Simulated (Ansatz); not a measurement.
```yaml
crystal:
  periodic: [false, false, false]
  atoms:
    - {symbol: C, position_ang: [-1.301513, -0.173294, 0.001789]}
    - {symbol: B, position_ang: [-2.597074, 0.044675, 0.007366]}
    - {symbol: Ge, position_ang: [0.592698, -0.000888, -0.001591]}
    - {symbol: H, position_ang: [0.650290, 1.649775, 0.014303]}
basis:
  gaussian: {orbitals: def2-TZVP}
hamiltonian: {xc: pbe0}
relax: {f_tol: 0.004, max_steps: 80}
```

```sh
$ ansatz run in.yaml --threads 1 --pin off --events-out ev --progress --plain --max-ram 2176MiB
```

Steps of the relaxation (energy above the last step; positions in Å, forces in eV/Å):

```
4
step 1, 676.2 meV
C    -1.302   -0.173    0.002    6.211   -1.323   -0.029
B    -2.597    0.045    0.007   -4.307    1.031    0.022
Ge    0.593   -0.001   -0.002   -2.170    1.102    0.017
H     0.650    1.650    0.014    0.266   -0.810   -0.009
```

```
4
step 2, 277.9 meV
C    -1.305   -0.229    0.001    3.451   -0.460   -0.014
B    -2.655    0.006    0.007   -1.825    0.515    0.010
Ge    0.513    0.085   -0.001   -1.653    0.302    0.007
H     0.791    1.659    0.014    0.027   -0.358   -0.004
```

```
4
step 3, 277.9 meV
C    -1.212   -0.267    0.001   -3.375   -1.339   -0.004
B    -2.602    0.052    0.007   -0.301    0.104    0.002
Ge    0.401    0.108    0.000    3.342    1.396    0.005
H     0.757    1.626    0.014    0.334   -0.161   -0.002
```

```
4
step 11, 3.0 meV
C    -1.265   -0.616   -0.003    0.292    0.019   -0.001
B    -2.532    0.117    0.008   -0.128    0.089    0.001
Ge    0.130    0.382    0.003   -0.157   -0.106   -0.001
H     1.012    1.637    0.013   -0.007   -0.002    0.000
```

```
4
step 13, 0.4 meV
C    -1.254   -0.626   -0.003    0.031   -0.028    0.000
B    -2.537    0.101    0.008   -0.042    0.019    0.000
Ge    0.083    0.431    0.004    0.009    0.015    0.000
H     1.052    1.615    0.013    0.002   -0.006    0.000
```

```
4
step 15, 0.0 meV
C    -1.249   -0.624   -0.003    0.013   -0.009    0.000
B    -2.550    0.081    0.008   -0.019    0.008    0.000
Ge    0.061    0.462    0.004    0.012    0.008    0.000
H     1.081    1.600    0.013   -0.007   -0.006    0.000
```

```
4
step 17, 0.0 meV
C    -1.249   -0.622   -0.003   -0.003   -0.001    0.000
B    -2.552    0.081    0.008    0.001   -0.001    0.000
Ge    0.063    0.461    0.004    0.001    0.001    0.000
H     1.081    1.600    0.013    0.001    0.001    0.000
```

Close pairs at the end: C1–B2 1.480 Å, Ge3–H4 1.527 Å, C1–Ge3 1.701 Å, B2–Ge3 2.643 Å.

A stationary point of restricted PBE0 after 17 steps (its stability towards spin polarisation wasn't tested); no frequencies were run, so it isn't proven a minimum. 63 s on 1 thread of Arm Neoverse V1, shared host.
